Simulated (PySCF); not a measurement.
**Functional dependence of a UV spectrum**

Species: 2-methyl-2-butene, C₅H₁₀.
Atom-mapped SMILES: `[CH3:1][CH:2]=[C:3]([CH3:4])[CH3:5]` (hydrogens: H6, H7, H8 on C1; H9 on C2; H10, H11, H12 on C4; H13, H14, H15 on C5)

Cartesian coordinates in Å at the PBE0-D3(BJ)/def2-SVP level; atoms count from 1:
```
atom  x, y, z in Å
C1     1.9749   -0.5248   -0.5440
C2     0.7466    0.3172   -0.6502
C3    -0.4047    0.1985    0.0314
C4    -0.6761   -0.8552    1.0638
C5    -1.5406    1.1510   -0.2049
H6     2.2531   -0.9428   -1.5261
H7     1.8642   -1.3648    0.1553
H8     2.8372    0.0767   -0.2087
H9     0.8070    1.1381   -1.3763
H10   -1.5540   -1.4600    0.7784
H11   -0.9216   -0.3932    2.0355
H12    0.1680   -1.5386    1.2206
H13   -1.3047    1.8861   -0.9874
H14   -2.4555    0.6109   -0.5044
H15   -1.7939    1.7018    0.7177
```

Linear-response calculations in the def2-SVPD basis (PySCF; singlets by full response, triplets Tamm–Dancoff, core orbitals frozen in the response; HF means time-dependent Hartree–Fock). 'Strongest' is the level of largest summed f among the singlets computed (10 roots, of which the last may lack a degenerate partner); it can jump between rows when another state enters that window. S1 is the lowest singlet of each run and needn't be the same state throughout; f(S1) is that of one state. Isolated species at its PBE0-D3(BJ)/def2-SVP geometry, gas phase.

| functional | kind | S1 (eV) | f(S1) | strongest (eV) | T1 (eV) | HOMO (eV) | gap (eV) | ionisation energy, ΔSCF (eV) |
| --- | --- | --- | --- | --- | --- | --- | --- | --- |
| LDA | LDA | 5.65 | 0.002 | 6.69 | 4.52 | -5.63 | 5.18 | 8.75 |
| PBE | GGA | 5.61 | 0.003 | 6.71 | 4.29 | -5.52 | 5.24 | 8.57 |
| B3LYP | global hybrid, 20% exact exchange | 5.96 | 0.001 | 6.91 | 4.28 | -6.41 | 6.87 | 8.67 |
| PBE0 | global hybrid, 25% exact exchange | 6.21 | 0.001 | 7.02 | 4.20 | -6.61 | 7.35 | 8.62 |
| BHandHLYP | global hybrid, 50% exact exchange | 6.47 | 0.000 | 7.15 | 4.16 | -7.57 | 8.78 | 8.52 |
| CAM-B3LYP | range-separated hybrid | 6.38 | 0.000 | 7.08 | 4.24 | -7.91 | 9.28 | 8.71 |
| wB97X-D | range-separated hybrid | 6.66 | 0.000 | 7.12 | 4.35 | -8.43 | 10.81 | 8.66 |
| LC-wPBE | range-separated hybrid | 7.14 | 0.000 | 7.27 | 4.12 | -9.25 | 11.72 | 8.77 |
| HF | Hartree–Fock | 7.03 | 0.002 | 7.32 | 3.70 | -9.00 | 11.70 | not settled |

S1 runs from 5.61 eV (PBE) to 7.14 eV (LC-wPBE), a spread of 1.53 eV, while the orbital gap spreads over 6.5 eV. Along PBE (0%), B3LYP (20%), PBE0 (25%), BHandHLYP (50%), HF (100%) S1 rises with the share of exact exchange. −ε(HOMO) comes closest to its own ΔSCF ionisation energy with wB97X-D (-0.23 eV) and misses most with LDA (-3.11 eV). 'Not settled' means that the ion's SCF failed to converge or may have ended in another state than the lowest.
